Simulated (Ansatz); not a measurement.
Born–Oppenheimer molecular dynamics of BH₅N₂ (8 atoms, charge 0, multiplicity 1). It starts at the highest image of a converged band. Of that band: Neighbouring images differ by up to 2.7 eV, so the band resolves the path poorly. A vibrational analysis at the climbing image gives one clearly imaginary mode, 278i cm⁻¹: a first-order saddle point.

Theory: Ansatz 0.2.0, RKS LDA/def2-SVP.

```json
{
 "ensemble": "NVE (velocity Verlet)",
 "time step": "0.5 fs",
 "steps asked": "200",
 "starting velocities drawn for": "100 K",
 "seed": "9455"
}
```

First frame:

```xyz
8
Properties=species:S:1:pos:R:3
B 0.023 0.767 -0.942
N 0.659 -0.102 1.333
H 0.449 0.358 2.231
H 1.299 -0.889 1.516
H 1.190 0.589 0.757
N -1.091 -0.032 -0.872
H -1.166 -0.580 -0.002
H -1.814 -0.112 -1.593
```

Question: How far do the bonds stretch over the last three quarters of this one trajectory? (Pairs bonded in most of those frames.)

Answer: 
```tsv
bond	mean (Å)	spread (Å)	shortest	longest
B1–N2	1.833	0.285	1.37	2.33
B1–N6	1.397	0.035	1.33	1.47
N2–H3	1.064	0.029	1.02	1.13
N2–H4	1.043	0.023	1.01	1.09
N2–H5	1.036	0.017	1.01	1.07
N6–H7	1.039	0.012	1.02	1.06
N6–H8	1.026	0.004	1.02	1.03
```

Mean temperature of the second half: 604 K. The conserved energy stayed within 0.11 meV per atom of its start (net change 0.094 meV per atom), so the integration is sound. The kinetic energy rose, since the run started high on the potential surface and went downhill. A run of 0.1 ps of so small a system gives no equilibrium averages. The orbitals stay closed-shell, which can raise the energy where a bond breaks towards radicals; this wasn't checked here.

Run time: 2.9 min on 1 thread of Arm Neoverse V1, with other jobs on the host, peak memory 0.11 GiB.
